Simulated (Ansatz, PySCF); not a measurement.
This PySCF input computes a CCSD(T)/cc-pVDZ energy:

```python
from pyscf import gto, scf, mp, cc as ccmod

mol = gto.M(
    atom='''
    C     0.00000000    0.00000000    0.00000000
    H    -0.91735784   -0.13145752   -0.63016769
    H     0.19015165    1.06908770   -0.27718520
    H    -0.34859334   -0.62708691    0.86091956
    H     1.07579953   -0.31054327    0.04643333
    ''',
    basis='cc-pvdz',
    charge=1,
    spin=1,
    verbose=4,
)

mf = scf.UHF(mol)
mf.conv_tol = 1e-10
mf.max_cycle = 100
mf.kernel()
mo, _, stable, _ = mf.stability(return_status=True)
if not stable:
    mf.kernel(mf.make_rdm1(mo, mf.mo_occ))
mp2 = mp.MP2(mf, frozen=1).run()
cc = ccmod.CCSD(mf, frozen=1)
cc.max_cycle = 100
cc.kernel()
et = cc.ccsd_t()
print(f'E(CCSD(T)) = {cc.e_tot + et:.9f}')
```

Question: Write an input for the same energy in Ansatz (a program for electronic structure) and say what it gives.

Answer: 
Ansatz 0.2 input:
```yaml
crystal:
  periodic: [false, false, false]
  atoms:
    - {symbol: C, position_ang: [0.00000000, 0.00000000, 0.00000000]}
    - {symbol: H, position_ang: [-0.91735784, -0.13145752, -0.63016769]}
    - {symbol: H, position_ang: [0.19015165, 1.06908770, -0.27718520]}
    - {symbol: H, position_ang: [-0.34859334, -0.62708691, 0.86091956]}
    - {symbol: H, position_ang: [1.07579953, -0.31054327, 0.04643333]}
basis:
  gaussian:
    orbitals: cc-pVDZ
total_charge: 1
magnetization: {spin_polarized: true, initial_magnetization: 1}
correlation: {method: ccsd_t, electrons: outside_noble_gas}
```
It gives -39.92255 Eh, and PySCF -39.92255 Eh, a difference of 0.00 mEh.
